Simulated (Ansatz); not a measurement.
Relaxation of BH$_{5}$N$_{2}$ (8 atoms, charge 0, multiplicity 1), to a largest force component of 0.02 eV/Å in at most 50 steps.

These are results of UKS BLYP-D4/def2-SVP in Ansatz 0.2.0, not measurements.

```xyz
8
Properties=species:S:1:pos:R:3
N -0.748 0.608 -0.976
B 0.075 0.259 0.192
N 0.833 -1.037 0.143
H -1.473 -0.059 -1.067
H -1.264 1.546 -0.760
H 0.157 0.988 1.135
H 1.898 -0.787 0.293
H 0.613 -1.577 0.985
```

Problem. Where does it end, and by what steps?

Solution. It converged. After 9 steps the energy has fallen by 1.408 eV; H8 moved furthest, 0.99 Å.

```
step  energy less start (eV)  largest force component (eV/Å)  accepted
   0                  0.0000                           3.147       yes
   1                 -0.4445                           1.644       yes
   2                 -0.7291                           1.007       yes
   3                 -0.8981                           0.696       yes
   4                 -0.9349                           1.876       yes
   5                 -1.1599                           0.735       yes
   6                 -1.3086                           0.486       yes
   7                 -1.3847                           0.297       yes
   8                 -1.4069                           0.021       yes
   9                 -1.4077                           0.020       yes
```

```xyz
8
Properties=species:S:1:pos:R:3
N -0.981 0.524 -0.587
B 0.195 0.387 0.200
N 0.859 -0.853 0.405
H -1.448 -0.246 -1.068
H -1.443 1.422 -0.719
H 0.657 1.384 0.727
H 1.699 -0.931 0.976
H 0.555 -1.744 0.011
```

Whether the end is a true minimum wasn't checked by a vibrational analysis.

Run time: 21 s on 2 threads of Arm Neoverse N1, on a shared host, peak memory 0.14 GiB.
